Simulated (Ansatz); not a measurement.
# CH4FSi: composite energy at a relaxed geometry, by script

A script is to give a composite energy at a relaxed geometry; the system is CH4FSi.

Program: Ansatz 0.2.0 through its Python package. The levels of theory stand in the script. These are calculated values, not measurements.

### 1 The structure

Bond lengths: C1–Si2 1.744 Å, Si2–F3 1.596 Å, C1–H4 1.030 Å, C1–H5 1.132 Å, Si2–H6 1.489 Å, Si2–H7 1.507 Å. Angles: C1–Si2–F3 105.6°, C1–Si2–H6 111.2°, C1–Si2–H7 110.9°, F3–Si2–H6 110.4°, F3–Si2–H7 109.9°, H6–Si2–H7 108.8°, Si2–C1–H4 121.5°, Si2–C1–H5 121.0°, H4–C1–H5 117.5°.

The script reads ch4fsi.xyz:

```xyz
7

C    -0.83370    0.24010   -0.58440
Si    0.56280   -0.15700    0.38210
F     0.57070   -1.74940    0.49310
H    -1.44690   -0.49260   -0.97020
H    -1.09300    1.31640   -0.81860
H     0.47220    0.45720    1.73560
H     1.82910    0.31730   -0.28330
```

### 2 The script

Contents of composite_ch4fsi.py:

```python
# -*- coding: utf-8 -*-
"""A composite energy for CH4FSi: DFT geometry, MP2 basis limit, coupled-cluster correction."""

import ansatz as az
import numpy as np

molecule = az.Crystal.molecule_from_extxyz("ch4fsi.xyz")

calculation = (
    molecule.calculation()
    .basis(gaussian="def2-SVP")
    .functional("B3LYP")
    .spin("collinear", total=1)
)
symbols = [site.symbol for site in molecule.cartesian_sites]
start = np.array([site.position_ang for site in molecule.cartesian_sites], dtype=float)
report = calculation.relax(force_tolerance=0.01).run(threads=1).report
end = np.array(report["positions_ang"])
print("final positions (A) and the move of each atom")
for symbol, xyz, old in zip(symbols, end, start):
    print(f"{symbol:2s} {xyz[0]:10.5f} {xyz[1]:10.5f} {xyz[2]:10.5f}   {np.linalg.norm(xyz - old):7.4f}")

minimum = az.Crystal.molecule()
for symbol, place in zip(symbols, end):
    minimum = minimum.atom(symbol, place.tolist())
at_minimum = minimum.calculation().spin("collinear", total=1)
# MP2 extrapolated to the basis limit, plus the small-basis difference CCSD(T) - MP2
level = lambda method, basis: at_minimum.basis(gaussian=basis).correlation(method).run(threads=1).report
small, large, cluster = level("mp2", "cc-pVDZ"), level("mp2", "cc-pVTZ"), level("ccsd_t", "cc-pVDZ")
corr = lambda each: (each["free_energy_ev"] - each["reference_energy_ev"]) / 27.211386246
mp2_limit = (27 * corr(large) - 8 * corr(small)) / 19
pieces = {"HF / cc-pVTZ": large["reference_energy_ev"] / 27.211386246, "MP2 correlation, DZ-TZ limit": mp2_limit, "CCSD(T) - MP2 / cc-pVDZ": corr(cluster) - corr(small)}
for name, value in pieces.items():
    print(f"{name:32s} {value:14.6f} Ha")
print(f"{'sum':32s} {sum(pieces.values()):14.6f} Ha")
print("T1 diagnostic", round(cluster["correlation"]["coupled_cluster"]["t1_diagnostic"], 4))
```

### 3 What the engine is handed

The package turns the script's settings into the engine's input (first run):

```yaml
crystal:
  periodic: [false, false, false]
  atoms:
    - { symbol: C, position_ang: [-0.8337, 0.2401, -0.5844] }
    - { symbol: Si, position_ang: [0.5628, -0.157, 0.3821] }
    - { symbol: F, position_ang: [0.5707, -1.7494, 0.4931] }
    - { symbol: H, position_ang: [-1.4469, -0.4926, -0.9702] }
    - { symbol: H, position_ang: [-1.093, 1.3164, -0.8186] }
    - { symbol: H, position_ang: [0.4722, 0.4572, 1.7356] }
    - { symbol: H, position_ang: [1.8291, 0.3173, -0.2833] }
basis:
  gaussian:
    orbitals: def2-SVP
hamiltonian:
  xc: b3lyp
magnetization:
  spin_polarized: true
  initial_magnetization: 1.0
relax:
  f_tol: 0.01
```

### 4 Running it

The run is started by

```
> python composite_ch4fsi.py
```

Q: Predict the main results. Wanted: T1 diagnostic; composite energy.

**Answer**, as computed:

| quantity | value |
| --- | --- |
| T1 diagnostic | 0.0116 |
| composite energy | -429.273355 Ha |
| runs compared | 3 |

In CPU time, run 3 cost about 8.5 times as much as run 1. A T1 diagnostic under about 0.02 supports a single-reference treatment, as here. Run 0: The relaxation took 4 moves; the largest shift is 0.128 Å, of atom 4 (H). What to keep in mind:
- The sum leaves out core correlation, relativity, the Hartree-Fock basis error and zero-point energy; a DZ-TZ extrapolation is rough.
- The run takes the species as open-shell (spin multiplicity 2), which needn't be its ground state.
- b3lyp holds the VWN-RPA fit, as in Gaussian; the form of ORCA and Turbomole is b3lyp5.
- Inner cores stay frozen, so this is valence correlation.
- For Al to Cl the sets with a tight d function, cc-pV(X+d)Z, are usual.
- An extrapolation from small basis sets is rough.
